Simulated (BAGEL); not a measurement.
**HF/3-21G (density fitting with qzvpp-jkfit) run of C2H4 (ethylene)**

What is the vertical singlet–triplet gap of C2H4 (ethylene) at HF/3-21G (density fitting with qzvpp-jkfit)? 

Program for the calculation: BAGEL 1.2.2.

### Step 1. The structure to begin with

The species is C2H4 (6 atoms), meant as a singlet with charge 0. As SMILES, `C=C`. The shape is that of a GFN2-xTB optimisation.

Bond lengths: C1–C2 1.316 Å, C1–H3 1.078 Å, C1–H4 1.078 Å, C2–H5 1.078 Å, C2–H6 1.078 Å. Angles: C1–C2–H5 122.0°, C1–C2–H6 122.0°, C2–C1–H3 122.0°, C2–C1–H4 122.0°, H5–C2–H6 116.0°, H3–C1–H4 116.0°.

### Step 2. A single-point energy at HF/3-21G (density fitting with qzvpp-jkfit)

Contents of input.json:

```json
{ "bagel" : [

{
  "title" : "molecule",
  "basis" : "3-21g",
  "df_basis" : "qzvpp-jkfit",
  "angstrom" : true,
  "geometry" : [
    { "atom" : "C", "xyz" : [   -0.086880,   -0.636790,   -0.142220 ] },
    { "atom" : "C", "xyz" : [    0.086650,    0.636720,    0.142160 ] },
    { "atom" : "H", "xyz" : [    0.031180,   -1.409010,    0.600400 ] },
    { "atom" : "H", "xyz" : [   -0.356240,   -0.969850,   -1.131230 ] },
    { "atom" : "H", "xyz" : [   -0.029250,    1.409080,   -0.600620 ] },
    { "atom" : "H", "xyz" : [    0.354540,    0.969850,    1.131520 ] }
  ]
},
{
  "title" : "hf"
},
{
  "title" : "print",
  "file" : "orbitals.molden",
  "orbitals" : true
}

]}
```

Launch:

```
$ BAGEL_NUM_THREADS=1 BAGEL input.json > input.out
```

The log of the run:

```text
* using 1 threads per process

  ===============================================================
  ===============================================================

  *** Geometry ***

  { "atom" : "C", "xyz" : [     -0.164179,     -1.203359,     -0.268757 ] },
  { "atom" : "C", "xyz" : [      0.163745,      1.203226,      0.268643 ] },
  { "atom" : "H", "xyz" : [      0.058922,     -2.662643,      1.134592 ] },
  { "atom" : "H", "xyz" : [     -0.673196,     -1.832751,     -2.137715 ] },
  { "atom" : "H", "xyz" : [     -0.055274,      2.662775,     -1.135007 ] },
  { "atom" : "H", "xyz" : [      0.669984,      1.832751,      2.138263 ] },

  Number of auxiliary basis functions:      222

  Since a DF basis is specified, we compute 2- and 3-index integrals:
    o Being stored without compression. Storage requirement is 0.001 GB

  Number of basis functions:       26
  Number of electrons      :       16

    * METHOD: MOLECULE                             0.03

  *** RHF ***

  === Nuclear Repulsion ===
    33.6658493867

      * DIIS with orbital gradients will be used.

  === RHF iteration (3-21g) ===
      0        -77.56309398          0.02607701           0.00
      1        -77.59812180          0.00601334           0.00
      2        -77.60071887          0.00191832           0.00
      3        -77.60093174          0.00011044           0.00
      4        -77.60093322          0.00000852           0.00
      5        -77.60093323          0.00000129           0.00
      6        -77.60093323          0.00000017           0.00
      7        -77.60093323          0.00000008           0.00
      8        -77.60093323          0.00000001           0.00
    * SCF iteration converged.

    * Permanent dipole moment:
           (   -0.000200,    -0.000021,     0.000019) a.u.

    * METHOD: HF                                   0.03

    * METHOD: PRINT                                0.00

  ===============================================================
```

Wall time 0.18 s (1 thread of Arm Neoverse V2, shared host).

### Step 3. The triplet at the same level

Contents of job.json:

```json
{ "bagel": [

{
  "title": "molecule",
  "basis": "3-21g",
  "df_basis": "qzvpp-jkfit",
  "angstrom": true,
  "geometry": [
    { "atom": "C", "xyz": [      -0.086880,      -0.636790,      -0.142220 ] },
    { "atom": "C", "xyz": [       0.086650,       0.636720,       0.142160 ] },
    { "atom": "H", "xyz": [       0.031180,      -1.409010,       0.600400 ] },
    { "atom": "H", "xyz": [      -0.356240,      -0.969850,      -1.131230 ] },
    { "atom": "H", "xyz": [      -0.029250,       1.409080,      -0.600620 ] },
    { "atom": "H", "xyz": [       0.354540,       0.969850,       1.131520 ] }
  ]
},

{
  "title": "uhf",
  "nopen": 2
},

{
  "title": "print",
  "file": "orbitals.molden",
  "orbitals": true
}

]}
```

Launch:

```
$ BAGEL_NUM_THREADS=1 BAGEL job.json > job.out
```

The log of the run:

```text
* using 1 threads per process

  ===============================================================
  ===============================================================

  *** Geometry ***

  { "atom" : "C", "xyz" : [     -0.164179,     -1.203359,     -0.268757 ] },
  { "atom" : "C", "xyz" : [      0.163745,      1.203226,      0.268643 ] },
  { "atom" : "H", "xyz" : [      0.058922,     -2.662643,      1.134592 ] },
  { "atom" : "H", "xyz" : [     -0.673196,     -1.832751,     -2.137715 ] },
  { "atom" : "H", "xyz" : [     -0.055274,      2.662775,     -1.135007 ] },
  { "atom" : "H", "xyz" : [      0.669984,      1.832751,      2.138263 ] },

  Number of auxiliary basis functions:      222

  Since a DF basis is specified, we compute 2- and 3-index integrals:
    o Being stored without compression. Storage requirement is 0.001 GB

  Number of basis functions:       26
  Number of electrons      :       16

    * METHOD: MOLECULE                             0.03

  *** Open-shell HF ***

  === Nuclear Repulsion ===
    33.6658493867

      * DIIS with orbital gradients will be used.

  === UHF iteration (3-21g) ===
      0        -77.43046292          0.04693363           0.00
      1        -77.46271304          0.00903088           0.00
      2        -77.46549205          0.00350072           0.00
      3        -77.46596593          0.00068603           0.00
      4        -77.46616193          0.00015434           0.00
      5        -77.46623071          0.00004257           0.00
      6        -77.46624495          0.00000531           0.00
      7        -77.46624544          0.00000269           0.00
      8        -77.46624554          0.00000045           0.00
      9        -77.46624554          0.00000016           0.00
     10        -77.46624554          0.00000005           0.00
     11        -77.46624554          0.00000001           0.00
    * SCF iteration converged.

    * S^2 (UHF) is 2.0188

    * Permanent dipole moment:
           (   -0.000200,    -0.000016,     0.000023) a.u.

    * METHOD: UHF                                  0.05

    * METHOD: PRINT                                0.00

  ===============================================================
```

Run time: 0.2 s. Hardware: 1 thread of Arm Neoverse V2, shared host.

### Step 4. Summary of results

At HF/3-21G (density fitting with qzvpp-jkfit):

| quantity | value |
| --- | --- |
| singlet: total energy | -77.60093 Eh |
| singlet: dipole moment | 0.00 D |
| singlet: HOMO energy | -10.33 eV |
| singlet: LUMO energy | 5.07 eV |
| singlet: HOMO–LUMO gap | 15.40 eV |
| triplet: total energy | -77.46625 Eh |
| triplet: dipole moment | 0.00 D |
| triplet: ⟨S²⟩ | 2.019 |
| vertical energy of the triplet above the singlet | 3.665 eV |

In words: At this shape the triplet lies 3.67 eV (354 kJ/mol) above the singlet.
